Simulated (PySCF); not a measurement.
# H5Si: the cost of one run

Program: PySCF 2.14.0. Level of theory: relaxation, pbe0, aug-cc-pvtz, and further levels as typed in the inputs. These are calculated values, not measurements.

**1. The structure to begin with**

Bond lengths: Si1–H2 1.427 Å, Si1–H3 1.464 Å, Si1–H4 1.489 Å. Angles: H2–Si1–H3 120.6°, H2–Si1–H4 119.7°, H3–Si1–H4 118.3°.

Coordinates:

```xyz
6

Si    0.0179    0.0044    0.0010
H     1.4414   -0.0028   -0.1035
H    -0.7308    1.2581   -0.1004
H    -0.7348   -1.2775   -0.0912
H     0.3988    0.0171    1.9205
H    -0.3940   -0.0055    1.9045
```

**2. Relaxation: H5Si, charge +1**

The input, run.py:

```python
from pyscf import gto, dft
from pyscf.geomopt.geometric_solver import optimize
mol = gto.M(atom="mol.xyz", basis="aug-cc-pvtz", charge=1, verbose=4)
mf = dft.RKS(mol, xc="pbe0").density_fit().run(conv_tol=1e-9)
m = optimize(mf, maxsteps=60)
print("optimised structure (A):")
for k in range(m.natm): print(m.atom_symbol(k), *(f"{x:.8f}" for x in m.atom_coords(unit="A")[k]))
```

Launch:

```console
> python run.py
```

**Question.** How long does this run take on 2 threads of Intel Xeon Platinum 8488C (Sapphire Rapids), shared host?

About 41 s.
